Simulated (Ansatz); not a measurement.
How the smallest direct gap on the k points sampled of rock-salt NaF moves with the method

No measured value is used here.

```json
[
 {"level (code)": "LDA (Ansatz)", "value (eV)": "5.98"},
 {"level (code)": "PBE (Ansatz)", "value (eV)": "6.32"},
 {"level (code)": "PBEsol (Ansatz)", "value (eV)": "6.18"},
 {"level (code)": "r²SCAN (Ansatz)", "value (eV)": "___"},
 {"level (code)": "PBE0 (Ansatz)", "value (eV)": "9.25"},
 {"level (code)": "Hartree–Fock (Ansatz)", "value (eV)": "18.38"},
 {"level (code)": "G0W0@HSE06 (Ansatz)", "value (eV)": "___"}
]
```

Question: Complete the blanks.

Answer: 
- r²SCAN (Ansatz, a first-principles code), value (eV): 7.14
- G0W0@HSE06 (Ansatz), value (eV): 12.17

Computed values are for a static lattice.  G0W0@HSE06: GW on a hybrid start was not checked against another program. Values are at the measured cell. Cutoffs and k meshes differ between the levels. Ansatz's density-functional and Hartree–Fock values are scalar-relativistic unless marked +SOC, with PAW data made under PBE.
